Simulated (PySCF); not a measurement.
# A ladder for the electron affinity of P

P⁻ [Ne] 3s2 3p4 (3P) → P [Ne] 3s2 3p3 (4S). Scalar values calculated with PySCF 2.14 in dyall-acv3z (spin-free X2C; valence: [Ne] frozen; valence and next inner shell: 1s2 frozen). The spin-orbit shift comes from two-component X2C-1e calculations (generalised Hartree-Fock, GHF, and MP2 on its spinors, GMP2) in x2c-TZVPall-2c with one added diffuse shell each of s, p type: GMP2 gives 0.341 eV without and 0.353 eV with screened spin-orbit coupling, a shift of 0.012 eV (GHF: 0.011 eV). Sums use unrounded values; where a UHF row is shifted, it takes the GHF shift.

```
                                method  scalar (eV)
                                   UHF       -0.334
                         MP2 (valence)        0.464
                     SCS-MP2 (valence)        0.537
                        CCSD (valence)        0.541
                     CCSD(T) (valence)        0.611
                                   LDA        1.033
                                   PBE        0.881
                                  PBE0        0.778
                                r2SCAN        0.773
                                  MN15        0.747
                                  BP86        1.069
                                M06-2X        0.857
    MP2 (valence and next inner shell)        0.454
SCS-MP2 (valence and next inner shell)        0.527
```

**Question.** Form a composite estimate from CCSD(T) (valence) and the spin-orbit shift, and compare it with the reference, 0.747 eV (measured; photodetachment measurements, as compiled on the Wikipedia data page of electron affinities).

**Answer.** 0.611 + (0.012) = 0.623 eV, an error of -0.123 eV.

The errors of the correlated levels include the incompleteness of the basis and the frozen core, so a lower level can come closer by cancellation.
